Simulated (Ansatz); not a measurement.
## H2LiN, SMILES [Li][NH2]: the energy of protonation at one site, step by step

Program: Ansatz's Python interface.

The script reads `h2lin.xyz`:
```text
4

Li   -1.59170   -0.12560   -0.08320
N     0.29890   -0.19190   -0.24740
H     0.61860    0.79240   -0.35540
H     0.72980   -0.53520    0.66570
```

Run as a notebook:

```python
import ansatz as az
import numpy as np

geometry = az.Crystal.molecule_from_extxyz("h2lin.xyz")
```

```python
model = (
    geometry.calculation()
    .basis(gaussian="6-31G*")
    .correlation("MP2")
    .accuracy("medium")
    .scf(lower_state_search="standard")
)
symbols = [site.symbol for site in geometry.cartesian_sites]
start = np.array([site.position_ang for site in geometry.cartesian_sites], dtype=float)
report = model.relax(force_tolerance=0.01).run(threads=1, backend="cpu").report
end = np.array(report["positions_ang"])

# put the proton on the side away from the neighbours, slightly off axis
away = sum((end[1] - end[j]) / np.linalg.norm(end[1] - end[j]) for j in [0, 2, 3]) + np.array([0.15, 0.1, -0.2])
proton = end[1] + 1.0 * away / np.linalg.norm(away)
acid = az.Crystal.molecule()
for symbol, place in zip(symbols, end):
    acid = acid.atom(symbol, place.tolist())
acid = acid.atom("H", proton.tolist())
protonated = acid.calculation()
protonated = protonated.basis(gaussian="6-31G*")
protonated = protonated.correlation("MP2")
protonated = protonated.accuracy("medium").scf(lower_state_search="standard")
protonated = protonated.charge(1)
protonated = protonated.relax(force_tolerance=0.01, max_steps=80)
after = protonated.run(threads=1, backend="cpu").report
xyz = np.array(after["positions_ang"])
reach = np.linalg.norm(xyz[:-1] - xyz[-1], axis=1)
print(f"base {report['free_energy_ev']:.5f} eV, protonated {after['free_energy_ev']:.5f} eV")
print(f"the proton ends {reach.min():.3f} A from {symbols[reach.argmin()]}{reach.argmin()}")
print(f"electronic proton affinity {(report['free_energy_ev'] - after['free_energy_ev']):.3f} eV")
```

    base -1720.46545 eV, protonated -1732.42125 eV
    the proton ends 1.023 A from N1
    electronic proton affinity 11.956 eV

Caveats:
- These settings explore the input space; basis and method may be short of convergence.
- The proton is put on one chosen atom, which needn't be the most basic site, so the molecule's proton affinity can be higher; the ends are stationary points, not checked by frequencies, and zero-point and thermal terms count only where printed.
- It ran for 3.9 s on 1 thread of Arm Neoverse V2, with other jobs on the host, peak memory 0.17 GiB.
